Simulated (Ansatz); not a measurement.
# HO+ (triplet): the correlation ladder, def2-QZVPP

An exercise on one series of results from a longer session: the logs are not shown, and one member is left open.

The runs use Ansatz 0.2.0, Gaussian basis; def2-QZVPP, core rule «outside noble gas», up to 1 orbitals frozen.

To be run: UHF; ROHF; CCSD(T) on UHF.

2 further runs of the same task are left out: 2 set aside as unsound or not needed.

## The geometry

The geometry is a PBE0/def2-TZVP stationary point (not a proven minimum) of the parent state, kept for this charge and spin.

2 atoms, charge 1, spin multiplicity 3.

Atoms are counted from 1 here; the program's logs count them from 0.

Bond lengths: O1–H2 0.973 Å.

Coordinates:

```tsv
atom	x (Å)	y (Å)	z (Å)
O1	0.0000	0.0000	0.0000
H2	0.0000	0.0000	0.9731
```

Set-up of the first run:

File in.yaml:

```yaml
crystal:
  periodic: [false, false, false]
  atoms:
    - {symbol: O, position_ang: [0.000000, 0.000000, 0.000000]}
    - {symbol: H, position_ang: [0.000000, 0.000000, 0.973108]}
basis:
  gaussian: {orbitals: "def2-QZVPP.json"}
total_charge: 1
magnetization: {spin_polarized: true, initial_magnetization: 2}
hamiltonian: {xc: hf}
output: {orbitals: {seedname: orbitals}}
```

The run is started by

```console
ansatz run in.yaml --threads 1 --pin off --events-out ev --progress --plain --max-ram 2393MiB
```

Among the steps run: UHF; ROHF; CCSD(T) on UHF.

One of the session's tables, all rows but one given; the rest of the session is left out.

It belongs to the step «Misses and costs». 

```
  method  from UCCSD(T) (meV)
    ROHF                    ?
     UHF              +4758.4
    UMP2               +544.6
   UCCSD                +93.1
UCCSD(T)                    0
```

Estimate the missing values for ROHF.

As computed: from UCCSD(T) (meV): +4990.4. In the column «from UCCSD(T) (meV)» it is the highest.
